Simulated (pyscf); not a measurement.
This saddle point was located with ωB97X-D3(BJ)/def2-SVP in PySCF.

```
P
O 1 1.6494
H 2 0.9698 1 113.88
O 1 1.6667 2 90.27 3 0.02
H 4 0.9647 1 114.09 2 179.99
H 1 1.6760 2 146.38 3 91.68
H 6 1.0916 1 86.75 2 -171.78
H 7 1.0915 6 116.37 1 -16.27
```
Charge 0, spin multiplicity 1.

Surface: singlet, charge 0. Lowest wavenumbers (cm⁻¹): 1661i, 271, 415, 477, 538.

Task: Name the species on either side of this saddle.

Result: `[OH][PH][OH]` + `[H][H]` ⇌ `[OH][PH][OH]` + `[H][H]`, a four-centre exchange read from left to right: H–P, H–H broken and H–P, H–H formed. At ωB97M-D3(BJ)/def2-TZVP it lies +54.9 kcal/mol from the left side and +54.9 kcal/mol from the right (each side as separated species at their lowest minima found). One saddle was located; it need not be the lowest between these sides.
